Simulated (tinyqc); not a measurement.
Worked calculation: geometry optimisation on the LDA (VWN5)/sto-6g surface (energies and gradients from PySCF), for H2O, spin multiplicity 1. Computed by tinyqc, a small Python program that keeps every step (integrals from PySCF). Settings: charge = 0, multiplicity = 1, basis = sto-6g, functional = lda,vwn, optimiser = bfgs, first Hessian = 0.3, largest step = 0.1, iteration cap = 30. Command: `OMP_NUM_THREADS=1 python tinyqc.py 21662 21663 out.jsonl` (the two numbers bound the seeds that draw the settings). One thread of a shared host (Intel(R) Xeon(R) Processor @ 2.60GHz), about 4 s of CPU time with the checks.

## Step 1: energy and gradient

positions at the start (bohr):
```
            x          y         z
1O  -0.051023   0.075589  0.022677
2H   0.060471   1.634613  0.959981
3H  -0.017008  -1.617606  1.003445
```

Self-consistent energy and analytic gradient at these positions.

energy = -75.43955900 hartree

gradient (hartree/bohr):
```
              x            y            z
1O   0.00875489   0.06538339   0.09193563
2H  -0.00583979  -0.02500855  -0.06724365
3H  -0.00291923  -0.04037261  -0.02468641
```

## Step 1: move

Quasi-Newton step p = -H^(-1) g (first H = 0.3 times the unit matrix); steps longer than 0.1 bohr are cut back (factor 0.211 here).

positions after step 1 (bohr):
```
            x          y          z
1O  -0.057178   0.029623  -0.041956
2H   0.064577   1.652195   1.007255
3H  -0.014955  -1.589223   1.020800
```

## Step 2: energy and gradient

As before.

energy = -75.44924830 hartree

gradient (hartree/bohr):
```
              x            y            z
1O   0.00415265   0.00049249   0.05349310
2H  -0.00150843   0.02348579  -0.02697357
3H  -0.00265338  -0.02397273  -0.02651979
```

## Step 2: move

inverse Hessian in use (bohr^2/hartree), lower triangle:
```
           1          2          3          4          5         6         7         8
1   3.332615
2  -0.077306   2.218738
3   0.015756  -0.637770   3.743484
4   0.003453   0.073772   0.020715   3.329047
5   0.085371   0.843065   0.829923  -0.065439   2.851468
6   0.017120   0.680400   0.000803  -0.034258  -0.688847  3.112738
7  -0.002751   0.003443  -0.036657   0.000843  -0.019924  0.017261  3.335248
8  -0.008055   0.271589  -0.192039  -0.008339  -0.361209  0.008370  0.016476  3.422902
9  -0.032883  -0.042731  -0.411016   0.013550  -0.141003  0.219856  0.019397  0.183695

          9
9  3.524491
```

Quasi-Newton step p = -H^(-1) g (the inverse Hessian comes from BFGS updates; coordinates in the order x, y, z of each atom); steps longer than 0.1 bohr are cut back (factor 0.293 here).

positions after step 2 (bohr):
```
            x          y          z
1O  -0.062227   0.040567  -0.110744
2H   0.065934   1.610266   1.038194
3H  -0.011249  -1.558247   1.058650
```

## Convergence

Stop when the largest gradient component is below 3e-5 hartree/bohr. The inverse Hessian follows the BFGS update with s = step, y = change of gradient.

Course of the optimisation:
```
step   E (hartree)  largest gradient (hartree/bohr)
1     -75.43955900                         9.19e-02
2     -75.44924830                         5.35e-02
3     -75.45488566                         3.14e-02
4     -75.45843599                         1.44e-02
5     -75.45988468                         3.57e-03
6     -75.45992394                         9.53e-04
7     -75.45992486                         1.57e-04
8     -75.45992489                         1.15e-05
```

Final distances (angstrom):
```
pair   distance
2H-1O  1.029266
3H-1O  1.029258
3H-2H  1.537252
```

Converged in 8 steps.
